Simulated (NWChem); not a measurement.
Species: hydrogen cyanide (CHN); SMILES C#N

```xyz
3

C      0.0000     0.0000    -0.4915
N      0.0000     0.0000     0.6622
H      0.0000     0.0000    -1.5711
```
Atoms are numbered in this order, from 1.

Results from NWChem. All runs use the structure optimised with PBE0/def2-SVP. B3LYP is NWChem's, with the RPA form of VWN correlation. GIAO values for the isolated, static molecule; σ is the absolute isotropic shielding.

For level B3LYP/pcSseg-2:

| Property | Value |
|---|---|
| σ N2 (ppm) | -52.0 |
| σ H3 (ppm) | 28.74 |

Question: How do the values read with level B3LYP/pcSseg-0 instead?

Answer: The σ N2 (ppm) comes out as -57.3 and the σ H3 (ppm) is 29.89.
